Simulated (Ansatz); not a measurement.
Ansatz (a program for electronic structure) input:

Ansatz 0.2 input:
```yaml
crystal:
  periodic: [false, false, false]
  atoms:
    - {symbol: C, position_ang: [1.14995060, -0.54805815, 0.07775131]}
    - {symbol: C, position_ang: [0.10013169, 0.48549506, 0.15382061]}
    - {symbol: O, position_ang: [-1.15118388, -0.08480778, -0.21949146]}
    - {symbol: H, position_ang: [-1.80250648, 0.62027496, -0.28928720]}
    - {symbol: H, position_ang: [0.05460212, 0.90627730, 1.17027120]}
    - {symbol: H, position_ang: [0.34691307, 1.32963965, -0.51637605]}
    - {symbol: H, position_ang: [2.11023961, -0.38271992, 0.54416248]}
    - {symbol: H, position_ang: [0.99972909, -1.41963110, -0.54227020]}
basis:
  gaussian:
    orbitals: aug-cc-pVDZ
magnetization: {spin_polarized: true, initial_magnetization: 1}
correlation: {method: ccsd_t, electrons: outside_noble_gas}
```

**Question.** Predict the final energy.

**Answer.** -153.99627 Eh (CCSD(T)/aug-cc-pVDZ). The basis has 114 functions.

It need not be the lowest isomer of its formula.
